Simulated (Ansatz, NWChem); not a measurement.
Si2H6 (disilane): from total energies to a heat of formation

Si2H6: 8 atoms, total charge 0, spin state singlet. As SMILES, `[SiH3][SiH3]`. The shape is that of a PBE0-D4/def2-TZVP optimisation.

Total energies at HF/3-21G (NWChem 7.3.0); the atoms run unrestricted:

| species | state | energy (Eh) |
| --- | --- | --- |
| Si2H6 | singlet | -578.240866 |
| Si | triplet | -287.344431 |
| H | doublet | -0.496199 |

Harmonic wavenumbers at PBE0-D4/def2-TZVP, in cm⁻¹: 135, 362, 362, 433, 625, 625, 836, 910, 932, 932, 946, 946, 2213, 2220, 2222, 2222, 2232, 2232.

Measured heats of formation of the gaseous atoms at 298.15 K, in kJ/mol: Si 450.0, H 218.0. Spin-orbit lowering of the atoms at 298 K (mean of the ground term's levels less their thermal mean, from spectra), in kJ/mol: Si 0.44. Take 1 Eh = 2625.50 kJ/mol, 1 cm⁻¹ = 0.0119627 kJ/mol, RT = 2.479 kJ/mol.

**Question.** Work out the heat of formation of the gas at 298 K.

**Answer.** 
1. Electronic atomisation energy: 2 × (-287.344431) + 6 × (-0.496199) − (-578.240866) = 0.574810 Eh = 1509.2 kJ/mol.
2. Zero-point energy: half the sum of the wavenumbers, 10692.5 cm⁻¹ = 127.9 kJ/mol.
3. Thermal vibrational enthalpy, Σ hcν̃/(exp(hcν̃/kT) − 1): 5.9 kJ/mol. Translation, rotation and pV of a non-linear molecule: 4 RT = 9.9 kJ/mol.
4. The 8 free atoms carry 5/2 RT each: 49.6 kJ/mol.
5. Spin-orbit coupling lowers the free atoms by 2 × 0.44 = 0.9 kJ/mol.
6. Atomisation enthalpy at 298 K: 1509.2 − 0.9 − 127.9 − 5.9 − 9.9 + 49.6 = 1414.2 kJ/mol.
7. Sum of the atoms' heats of formation: 2208.0 kJ/mol. Heat of formation: 2208.0 − 1414.2 = +793.8 kJ/mol.

No measured value is set beside it here. Hartree–Fock leaves out correlation, which is larger in the molecule than in the atoms, so it underbinds and puts the heat of formation too high. Anharmonicity and any spin-orbit splitting of the molecule are left out.
